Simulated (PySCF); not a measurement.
CF + H₂O → HCO + HF

Level: PBE0 in the def2-TZVP basis family, all electrons, no relativity, computed in PySCF with density fitting; open shells unrestricted.

```csv
species,state and structure,E (Eh),ZPE (kJ/mol),H(298 K) − H(0) (kJ/mol),S° (J/(mol K))
CF,"doublet, C∞v, C–F 1.268 Å",-137.69611,8.0,8.7,207.3
H₂O,"singlet, C2v, O–H 0.960 Å (×2); H–O–H 105.1°",-76.37736,56.5,9.9,188.7
HCO,"doublet, Cs, C–H 1.125 Å, C–O 1.169 Å; H–C–O 124.8°",-113.77155,34.5,10.0,224.2
HF,"singlet, C∞v, H–F 0.920 Å",-100.39188,24.9,8.7,173.6
```

What is the electronic reaction energy?

At PBE0/def2-TZVP, ΔE = -236.2 kJ/mol from the differences of the total energies times 2625.5, downhill. Hydrolysis steps of this kind drive oxide growth by atomic layer deposition.

Add zero-point, thermal and entropy terms for 298.15 K and 1 bar.

ΔZPE = -5.1 and Δ[H(298) − H(0)] = 0.1 kJ/mol give ΔH° = -241.2 kJ/mol. ΔS° = 1.8 J/(mol K), so ΔG° = -241.2 − 298.15 × (0.0018) = -242 kJ/mol.

The entropy of CF lacks the orbital degeneracy of a ²Π state, up to R ln 2. Only the bonding shown was studied: isomers, or loss of a ligand pair, can lie lower.
